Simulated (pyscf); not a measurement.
`[CH3][Be][CH3]` + `[SeH2]` → `[CH3][Be][SeH]` + `[CH4]` (four-centre exchange; singlet surface; Be–C, H–Se broken, Be–Se, C–H formed). Single points on ωB97X-D3(BJ)/def2-SVP structures (PySCF, gas phase). Energies in kcal/mol from the separated reactants.

| level | barrier | reaction energy |
|---|---|---|
| PBE/def2-TZVP | 5.2 | -28.3 |
| r²SCAN/def2-TZVP | ___ | ___ |
| B3LYP-D3(BJ)/def2-TZVP | 9.6 | -28.8 |
| PBE0-D3(BJ)/def2-TZVP | 5.7 | -29.3 |
| ωB97M-D3(BJ)/def2-TZVP | 11.9 | -28.0 |
| HF/def2-TZVP | ___ | -30.7 |

Task: What belongs in the gaps?

Result: 
- r²SCAN/def2-TZVP, barrier: 5.8
- r²SCAN/def2-TZVP, reaction energy: -29.5
- HF/def2-TZVP, barrier: 29.2

The functionals in the table span 6.8 kcal/mol in this barrier, from PBE to ωB97M-D3(BJ)/def2-TZVP. On the reactant side the descent ends in an adduct with a Be–Se contact, 5.8 kcal/mol under the separated species and 15.4 kcal/mol under the saddle at ωB97X-D3(BJ)/def2-TZVP. What is counted as formed (Be–Se) is already present as a longer contact in the reactant adduct; forming that adduct is a step of its own. At ωB97X-D3(BJ)/def2-TZVP the barrier from the zero used here is 9.6 kcal/mol. This is the saddle that the search found; another between the same sides may lie lower. Elements up to Kr have no core potential and no relativistic terms here.
